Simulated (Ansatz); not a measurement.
# HO+ (triplet): wave-function methods side by side, def2-QZVPP

The task here is to estimate one member of a computed series from the others.

Method: def2-QZVPP, core rule «outside noble gas», up to 1 orbitals frozen; program: Ansatz 0.2.0, Gaussian basis.

Plan: UHF; ROHF; CCSD(T) on UHF.

2 further runs of the same task are left out: 2 set aside as unsound or not needed.

## What is computed

The geometry is a PBE0/def2-TZVP stationary point (not a proven minimum) of the parent state, kept for this charge and spin.

2 atoms, charge 1, spin multiplicity 3.

Atoms are counted from 1 here; the program's logs count them from 0.

Bond lengths: O1–H2 1.037 Å.

Set-up of the first run:

Contents of in.yaml:

```yaml
crystal:
  periodic: [false, false, false]
  atoms:
    - {symbol: O, position_ang: [0.000000, 0.000000, 0.000000]}
    - {symbol: H, position_ang: [0.000000, 0.000000, 1.036612]}
basis:
  gaussian: {orbitals: "def2-QZVPP.json"}
total_charge: 1
magnetization: {spin_polarized: true, initial_magnetization: 2}
hamiltonian: {xc: hf}
output: {orbitals: {seedname: orbitals}}
```

Run with:

```sh
ansatz run in.yaml --threads 1 --pin off --events-out ev --progress --plain --max-ram 2393MiB
```

Steps of the session up to this table: UHF; ROHF; CCSD(T) on UHF.

One of the session's tables, all rows but one given; the rest of the session is left out.

| method | from UCCSD(T) (meV) |
| --- | --- |
| ROHF | +5045.7 |
| UHF | +4807.3 |
| UMP2 | +559.1 |
| UCCSD | ? |
| UCCSD(T) | 0 |

**Question.** Estimate the row for UCCSD.

**Answer.** from UCCSD(T) (meV): +97.7. In the column «from UCCSD(T) (meV)» it lies between UCCSD(T) (0) and UMP2 (+559.1).
